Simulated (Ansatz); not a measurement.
An Ansatz input:

```yaml
crystal:
  lattice:
    - [-2.5124917513, 2.5124917513, 2.5124917513]
    - [2.5124917513, -2.5124917513, 2.5124917513]
    - [2.5124917513, 2.5124917513, -2.5124917513]
  atoms:
    - { symbol: Ba, position: [0.0, 0.0, 0.0] }
hamiltonian:
  xc: pbe
  pseudopotentials:
    kind: paw_fr
    azcp:
      Ba: "pseudopotentials/Ba.paw.azcp"
basis:
  ecutwfc: 420
  fft_grid_basis: typed
kpoints:
  mp_grid: { grid: [9, 9, 9], shift: [0, 0, 0] }
magnetization:
  noncollinear: true
  spin_orbit: true
scf:
  occupations: { method: fermi_dirac, width: 0.1 }
```

Terminal output

```
Engine: ansatz 0.2.0, x86_64-unknown-linux-gnu
Pseudopotentials: kind: paw_fr
Pseudopotential: Ba, paw_fr, valence charge 10, recommended cutoff 420 eV (normal) 
Functional definition: PBE
  parameter kappa = 0.804
  parameter beta = 0.06672455060314922
  exchange = pbe_x(kappa = kappa, mu = beta*pi^2/3)
  correlation = pbe_c(beta = beta)
non-collinear run that drives no moment, with spin-orbit: no starting moment large enough to seed its density (crystal.atoms[].spin), no starting occupations that ask for one, no magnetisation constraint and no magnetic field, so the semilocal B_xc is pinned to zero
Crystal: 1 atoms, lattice volume = 63.442 Å³
Basis set: ecut = 420 eV, 1253 PW (Γ)
Bands: 18, of which v1, the nominal top of the filled ones, is band 10 counted from 1 (9 counted from 0)
Symmetry: 48 space group operations + 48 with time reversal
Magnetic group: BNS 229.141 (UNI 1643), of the structure as read, at distance tolerance 4.0e-5 Å
k-points: 35 of 729
Projection manifold: j_resolved (fully-relativistic pseudo-atomic orbitals)
Non-local potential: Ba, projectors of the file, l = 0: 3, l = 1: 4, l = 2: 4, l = 3: 4
PAW form: soft (Blöchl's): semilocal exchange-correlation on the pseudo side does not see the compensation charge
PAW one-centre angular grid: Ba, 194 points (default); XC on 64 Gauss nodes
Initial density: superposition of atomic densities (chi_scale 0.1, normalization cell)
Initial wavefunctions: pseudopotential atomic-orbital guess
Functional: x = pbe(κ = 0.804, μ = 0.2195149727645171), c = pbe(β = 0.06672455060314922)
SCF iter   1: F=—  HF=-5954.315330 eV  |F-HF|=—  |Δ(HF+E_count)|=         —  Δρ=5.11e-3  dr2=1.19e-2  dr2_m=0.00e0 (ungated)  ethr=3.10e-3  |M|=0.00e0 ∫|m|=0.00e0 μB  |m|>n=0.0e0 m-floor=0.0e0 τ_xc=0.0e0  β_m=0.30  ⟨swp⟩=8.0  Hψ=2173  notcnv=0  defer=2
spin=Noncollinear: Kerker preconditioning applied to the charge; magnetization (m_x, m_y, m_z) channels mix plain (no charge-response kernel on spin).
SCF iter   2: F=—  HF=-5954.317382 eV  |F-HF|=—  |Δ(HF+E_count)|=   2.05e-3  Δρ=3.88e-3  dr2=7.33e-3  dr2_m=0.00e0 (ungated)  ethr=1.19e-4  |M|=0.00e0 ∫|m|=0.00e0 μB  |m|>n=0.0e0 m-floor=0.0e0 τ_xc=0.0e0  β_m=0.65  ⟨swp⟩=1.1  Hψ=458  notcnv=0  defer=2
SCF iter   3: F=—  HF=-5954.321101 eV  |F-HF|=—  |Δ(HF+E_count)|=   3.72e-3  Δρ=5.60e-4  dr2=2.51e-4  dr2_m=0.00e0 (ungated)  ethr=7.33e-5  |M|=0.00e0 ∫|m|=0.00e0 μB  |m|>n=0.0e0 m-floor=0.0e0 τ_xc=0.0e0  β_m=0.82  ⟨swp⟩=3.0  Hψ=534  notcnv=0  defer=2
SCF iter   4: F=—  HF=-5954.321244 eV  |F-HF|=—  |Δ(HF+E_count)|=   1.44e-4  Δρ=1.69e-4  dr2=2.49e-5  dr2_m=0.00e0 (ungated)  ethr=2.51e-6  |M|=0.00e0 ∫|m|=0.00e0 μB  |m|>n=0.0e0 m-floor=0.0e0 τ_xc=0.0e0  β_m=0.84  ⟨swp⟩=2.8  Hψ=487  notcnv=0  defer=2
SCF iter   5: F=—  HF=-5954.321264 eV  |F-HF|=—  |Δ(HF+E_count)|=   1.98e-5  Δρ=5.35e-5  dr2=1.99e-6  dr2_m=0.00e0 (ungated)  ethr=2.49e-7  |M|=0.00e0 ∫|m|=0.00e0 μB  |m|>n=0.0e0 m-floor=0.0e0 τ_xc=0.0e0  β_m=0.92  ⟨swp⟩=2.1  Hψ=360  notcnv=0  defer=2
SCF iter   6: F=—  HF=-5954.321264 eV  |F-HF|=—  |Δ(HF+E_count)|=   2.03e-7  Δρ=1.18e-5  dr2=1.65e-7  dr2_m=0.00e0 (ungated)  ethr=1.99e-8  |M|=0.00e0 ∫|m|=0.00e0 μB  |m|>n=0.0e0 m-floor=0.0e0 τ_xc=0.0e0  β_m=0.96  ⟨swp⟩=2.2  Hψ=396  notcnv=0  defer=2
SCF iter   7: F=-5954.321264 eV  HF=-5954.321264 eV  |F-HF|=2.13e-9  |Δ(HF+E_count)|=   3.42e-8  Δρ=1.68e-6  dr2=1.44e-9  dr2_m=0.00e0 (ungated)  ethr=1.00e-9  |M|=0.00e0 ∫|m|=0.00e0 μB  |m|>n=0.0e0 m-floor=0.0e0 τ_xc=0.0e0  ⟨swp⟩=2.9  Hψ=713  notcnv=0
SCF 1 converged in 7 iterations: F = -5954.321264 eV  dr2 = 1.44e-9
SCF converged after 7 iterations
Magnetization: |M| = 0.0000 μB,  M = (+0.0000, +0.0000, +0.0000) μB
Absolute magnetization: 0.0000 μB (∫|m|)
  site 0: m = (+0.0000, +0.0000, +0.0000) μB, |m| = 0.0000 μB  (R = 1.80 Å)
Free energy (F): -5954.321264 eV
Harris-Foulkes:  -5954.321264 eV  (|F-HF|=2.13e-9)
Internal energy: -5954.275820 eV  (E = F + TS)
E sigma→0 (E₀):  -5954.298542 eV
Entropy (-TS):   -0.045444 eV (-45.444 meV/atom)
Fermi energy:    5.793755 eV
--- Per-component energies (eV) ---
  E_band       = -85.771009
  E_kinetic    = 166.447465
  E_local      = -379.184191  (includes V_loc(G=0)·N_el)
  E_nonlocal   = 57.026151
  E_hartree    = 119.700586
  E_xc         = -166.454254
  E_vxc        = -133.451931  (∫ρ·V_xc dr)
  E_paw        = -5230.380297  (= ΣΔE_a)
  E_vpaw       = -36.009678  (= ΣTr[D̂ρ^β])
  E_aug_tail   = -0.000002  (compensation charges beyond the density's cutoff)
  E_ewald      = -521.431279
  E_smearing   = -0.045444  (= −TS)
  E_closure    = -0.000000  (closes the sum)
  Σ components = -5954.321264   (vs F -5954.321264, Δ=0.00e0)
```
